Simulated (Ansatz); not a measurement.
## How methods fare on vertical ionisation energies

Ansatz 0.2.0, basis 6-31G; geometries are PBE0/def2-TZVP minima. Wave-function levels freeze the cores; HF, MP2 and coupled cluster are restricted for singlets and unrestricted otherwise. The reference is full CI, exact within the basis. An error is the level's value less the reference. None of these values is a measured one. Energies are electronic, without zero-point terms. The set is small: such energies can lie up to about 0.3 eV from the limit, spin gaps mostly less, so near ties and functionals' places can change in larger sets. No spin–orbit coupling and no scalar relativity. The species are chosen: bound, without strong static correlation by their natural occupations or amplitudes, in their lowest spin state as far as vertical gaps and like structures tell, with only the lowest ion state computed, without the heavier p-block dimers whose ³Σ⁻ and ³Π states nearly coincide, and with a ladder that closes on the reference, so errors are smaller than for species at large; levels whose determinant breaks symmetry or spin markedly are left out.

```json
{"species": "H2Al–P, triplet (Al–P 2.334, Al–H 1.588, angles at Al 120/121°)", "quantity": "vertical ionisation to the quartet", "reference": "full CI", "value (eV)": "8.445", "error MP2": "-0.013", "error CCSD": "-0.007", "error CCSD(T)": "0.000", "error CCSDT": "0.000", "error CCSDT(Q)": "0.000", "error CCSDTQ": "0.000"}
{"species": "SiH3, doublet (Si–H 1.486, angles at Si 111°)", "quantity": "vertical ionisation to the singlet", "reference": "full CI", "value (eV)": "8.419", "error MP2": "0.025", "error CCSD": "0.000", "error CCSD(T)": "0.000", "error CCSDT": "0.000", "error CCSDT(Q)": "0.000", "error CCSDTQ": "0.000"}
{"species": "Al2H2 (H-bridged), singlet (Al–Al 2.634, Al–H 1.617/1.823/1.894, angles at Al 44°, angles at Al 46/103/149°, angles at H 90°)", "quantity": "vertical ionisation to the doublet", "reference": "full CI", "value (eV)": "6.986", "error MP2": "0.018", "error CCSD": "-0.026", "error CCSD(T)": "-0.006", "error CCSDT": "-0.004", "error CCSDT(Q)": "-0.001", "error CCSDTQ": "0.000"}
{"species": "HAlF, doublet (F–Al 1.656, Al–H 1.607, angle at Al 115°)", "quantity": "vertical ionisation to the singlet", "reference": "full CI", "value (eV)": "8.153", "error MP2": "0.048", "error CCSD": "0.035", "error CCSD(T)": "0.002", "error CCSDT": "0.000", "error CCSDT(Q)": "-0.003", "error CCSDTQ": "-0.001"}
{"species": "PH4, doublet (P–H 1.410/1.519, angles at P 93/100/171°)", "quantity": "vertical ionisation to the singlet", "reference": "full CI", "value (eV)": "6.630", "error MP2": "0.119", "error CCSD": "-0.002", "error CCSD(T)": "-0.002", "error CCSDT": "0.000", "error CCSDT(Q)": "0.000", "error CCSDTQ": "0.000"}
{"species": "SiH4, singlet (Si–H 1.485, angles at Si 109°)", "quantity": "vertical ionisation to the doublet", "reference": "full CI", "value (eV)": "12.324", "error MP2": "0.071", "error CCSD": "0.010", "error CCSD(T)": "0.005", "error CCSDT": "0.000", "error CCSDT(Q)": "0.000", "error CCSDTQ": "0.000"}
{"species": "PF, triplet Σ⁻ (F–P 1.593)", "quantity": "vertical ionisation to the doublet", "reference": "full CI", "value (eV)": "9.338", "error MP2": "0.072", "error CCSD": "0.086", "error CCSD(T)": "0.009", "error CCSDT": "0.004", "error CCSDT(Q)": "-0.006", "error CCSDTQ": "-0.001"}
{"species": "HBCl, doublet (B–Cl 1.710, B–H 1.193, angle at B 124°)", "quantity": "vertical ionisation to the singlet", "reference": "full CI", "value (eV)": "8.292", "error MP2": "0.082", "error CCSD": "0.095", "error CCSD(T)": "0.005", "error CCSDT": "-0.009", "error CCSDT(Q)": "-0.009", "error CCSDTQ": "-0.004"}
{"species": "BF, singlet (B–F 1.263)", "quantity": "vertical ionisation to the doublet", "reference": "full CI", "value (eV)": "10.577", "error MP2": "-0.302", "error CCSD": "0.028", "error CCSD(T)": "0.000", "error CCSDT": "-0.009", "error CCSDT(Q)": "-0.004", "error CCSDTQ": "-0.002"}
{"species": "HOSi, doublet (O–Si 1.650, O–H 0.962, angle at O 119°)", "quantity": "vertical ionisation to the singlet", "reference": "full CI", "value (eV)": "6.507", "error MP2": "0.043", "error CCSD": "0.050", "error CCSD(T)": "0.004", "error CCSDT": "0.005", "error CCSDT(Q)": "-0.003", "error CCSDTQ": "-0.001"}
```

| level | mean absolute error (eV) | mean signed error | largest error |
| --- | --- | --- | --- |
| CCSDTQ | 0.001 | -0.001 | -0.004 (HBCl) |
| CCSDT(Q) | 0.003 | -0.003 | -0.009 (HBCl) |
| CCSDT | 0.003 | -0.001 | -0.009 (BF) |
| CCSD(T) | 0.003 | 0.002 | 0.009 (PF) |
| CCSD | 0.034 | 0.027 | 0.095 (HBCl) |
| MP2 | 0.079 | 0.016 | -0.302 (BF) |
